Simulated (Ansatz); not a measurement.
# C₃H₇NO: a ladder of functionals and wavefunction methods

Aim: compute C₃H₇NO with functionals from several rungs and with coupled cluster, and see how far each lands from CCSD(T) at the basis-set limit for the atomisation energy.

Method: functionals in def2-TZVPP, the program's frozen cores in correlated methods; program: Ansatz 0.2.0, Gaussian basis.

Plan: LDA (SPW92), PBE-D4, revPBE-D4, BLYP-D4, r2SCAN-D4, B97M-V, PBE0-D4, B3LYP-D4, r2SCANh-D4, r2SCAN0-D4, HSE06-D4, BHLYP-D4, CAM-B3LYP-D4, LC-ωPBE, ωB97X-V, ωB97M-V, B2PLYP, PBE-QIDH; CCSD(T)/def2-SVP; CCSD(T)/def2-TZVPP; MP2/def2-QZVPP; extrapolation to the limit; RPA on PBE.

### 1 Structure used throughout

All runs share one geometry, relaxed beforehand with PBE0-D4 in a triple-zeta def2 set.

SMILES `NCCC=O`, 12 atoms, charge 0, spin multiplicity 1.

Atoms are counted from 1 here; the program's logs count them from 0.

Bond lengths: N1–C2 1.452 Å, N1–H6 1.013 Å, N1–H7 1.012 Å, C2–C3 1.523 Å, C2–H8 1.101 Å, C2–H9 1.095 Å, C3–C4 1.497 Å, C3–H10 1.093 Å, C3–H11 1.097 Å, C4–O5 1.200 Å, C4–H12 1.114 Å. Angles: C2–N1–H6 110.4°, C2–N1–H7 110.6°, H6–N1–H7 106.9°, N1–C2–C3 110.1°, N1–C2–H8 114.0°, N1–C2–H9 108.0°, C3–C2–H8 108.9°, C3–C2–H9 109.1°, H8–C2–H9 106.7°, C2–C3–C4 111.7°, C2–C3–H10 111.6°, C2–C3–H11 107.8°, C4–C3–H10 108.9°, C4–C3–H11 108.1°, H10–C3–H11 108.5°, C3–C4–O5 125.2°, C3–C4–H12 114.6°, O5–C4–H12 120.2°.

### 2 LDA

This LDA is Slater exchange with PW92 correlation.

Contents of in.yaml:

```yaml
crystal:
  periodic: [false, false, false]
  atoms:
    - {symbol: N, position_ang: [-0.313351, 1.211511, 1.414579]}
    - {symbol: C, position_ang: [0.190019, 0.709196, 0.148271]}
    - {symbol: C, position_ang: [-0.240244, -0.738052, -0.048901]}
    - {symbol: C, position_ang: [0.074026, -1.226441, -1.428750]}
    - {symbol: O, position_ang: [0.749624, -2.184280, -1.685642]}
    - {symbol: H, position_ang: [0.100327, 0.701540, 2.186026]}
    - {symbol: H, position_ang: [-0.062339, 2.184274, 1.537441]}
    - {symbol: H, position_ang: [1.284139, 0.773011, 0.043320]}
    - {symbol: H, position_ang: [-0.238483, 1.321833, -0.652275]}
    - {symbol: H, position_ang: [0.233276, -1.401731, 0.678669]}
    - {symbol: H, position_ang: [-1.327522, -0.787405, 0.090193]}
    - {symbol: H, position_ang: [-0.372572, -0.618657, -2.248930]}
basis:
  gaussian: {orbitals: def2-TZVPP}
hamiltonian: {xc: lda}
output: {orbitals: {seedname: orbitals}}
```

Further steps of the session: PBE-D4 (GGA); revPBE-D4 (GGA); BLYP-D4 (GGA); r2SCAN-D4 (meta-GGA); B97M-V (meta-GGA); PBE0-D4 (hybrid); B3LYP-D4 (hybrid); r2SCANh-D4 (hybrid); r2SCAN0-D4 (hybrid); HSE06-D4 (hybrid); BHLYP-D4 (hybrid); CAM-B3LYP-D4 (range-separated); LC-ωPBE (range-separated); ωB97X-V (range-separated); ωB97M-V (range-separated); B2PLYP (double hybrid); PBE-QIDH (double hybrid); CCSD(T) in def2-SVP; CCSD(T) in def2-TZVPP; MP2 in def2-QZVPP; RPA on PBE orbitals.

Before running them: what should the planned runs give, taken together? Wanted: atomisation energy, CCSD(T)/CBS; farthest beyond LDA; mean size of error, GGA; mean size of error, meta-GGA; mean size of error, hybrid; mean size of error, range-separated; mean size of error, double hybrid; gap, smallest and largest; T1 diagnostic.

**Answer**, as computed:

```
                               quantity                                                              value
        atomisation energy, CCSD(T)/CBS                                                          49.246 eV
    functionals within 0.246 eV (0.5 %)  revPBE-D4, r2SCAN-D4, B97M-V, B3LYP-D4, LC-ωPBE, ωB97X-V, ωB97M-V
                    farthest beyond LDA                                               BHLYP-D4 (-1.622 eV)
                mean size of error, GGA                                                           0.643 eV
           mean size of error, meta-GGA                                                           0.026 eV
             mean size of error, hybrid                                                           0.601 eV
    mean size of error, range-separated                                                           0.193 eV
      mean size of error, double hybrid                                                           0.331 eV
              gap, smallest and largest                          3.65 eV (LDA (SPW92)), 11.91 eV (LC-ωPBE)
                          T1 diagnostic                                                             0.0125
triples share of the correlation energy                                                              3.9 %
```

In words: The LDA atomisation energy is off by 7.726 eV (16 %): it overbinds. PBE-D4 misses by +1.484 eV. Double hybrids carry the basis error of their MP2 part in triple zeta, and no dispersion term here, so their miss is partly the set-up's. The rungs meta-GGA, range-separated miss on average by less than the doubt on the reference (0.246 eV), so they tie. Misses under about 0.246 eV are within the doubt on the reference itself, which lacks core-valence correlation, relativity and higher excitations. Hartree-Fock recovers 71 % of the binding; the rest is correlation. CCSD(T) in def2-SVP is off by -2.376 eV, more than most functionals: a good method in a small basis is no reference. The gap grows from 3.7 to 11.9 eV across the functionals, mostly with the share of exact exchange.
